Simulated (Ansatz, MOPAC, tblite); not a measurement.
A ladder of methods for C2H4F2 (1,1-difluoroethane)

C2H4F2, singlet, SMILES `CC(F)F`. Each level relaxes the structure for itself.

Each level gives the highest harmonic wavenumber at each level's own minimum (cm⁻¹). The values are calculated.

| level | kind | program | value (cm⁻¹) |
| --- | --- | --- | --- |
| MNDOD | semi-empirical | MOPAC | 3354 |
| PM6-D3 | semi-empirical | MOPAC | 2788 |
| PM6-DH+ | semi-empirical | MOPAC | 2789 |
| GFN1-xTB | semi-empirical | tblite | 3110 |
| HF/STO-3G | Hartree–Fock | Ansatz | 3765 |
| HF/3-21G | Hartree–Fock | Ansatz | 3335 |
| HF/6-31G* (Cartesian functions) | Hartree–Fock | Ansatz | 3323 |
| PBE/def2-SVP | GGA | Ansatz | 3098 |
| PBE0-D4/def2-TZVP | global hybrid | Ansatz | 3162 |
| B3LYP/6-31G* (Cartesian functions) | global hybrid | Ansatz | 3155 |

Harmonic and unscaled. The values span 2788 to 3765 cm⁻¹. Without the sets that lack polarisation functions the rows with a basis span only 3098 to 3323 cm⁻¹.
